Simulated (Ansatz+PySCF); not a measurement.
A calculation with Ansatz (development build ahead of 0.2.0).

```yaml
crystal:
  periodic: [false, false, false]
  atoms:
    - { symbol: O, position_ang: [0.0, 0.0, -0.80209] }
    - { symbol: O, position_ang: [0.0, 0.0, 0.80209] }
basis:
  gaussian: { orbitals: STO-3G }
magnetization:
  spin_polarized: true
  initial_magnetization: 2
hamiltonian:
  xc: hf
correlation:
  method: mp2
  frozen_orbitals: { O: 1 }
scf:
  omitted_lower_state_checks: [atomic_configurations, cluster_reference, orbital_swaps, given_window_search, neighbouring_geometries, increment]
```

The input is written out in the form of the current development build from the run's settings.

Results

```yaml
Converged: yes
Reference_energy: -147.57981 hartree
Correlation_energy: -0.02222 hartree
Total_energy: -147.60204 hartree
Spin_squared_of_the_determinant: 2.414
```

Caution: large amplitudes, a single reference is doubtful; the unrestricted determinant is spin contaminated; the determinant may break the point group; another reference gives a lower total.
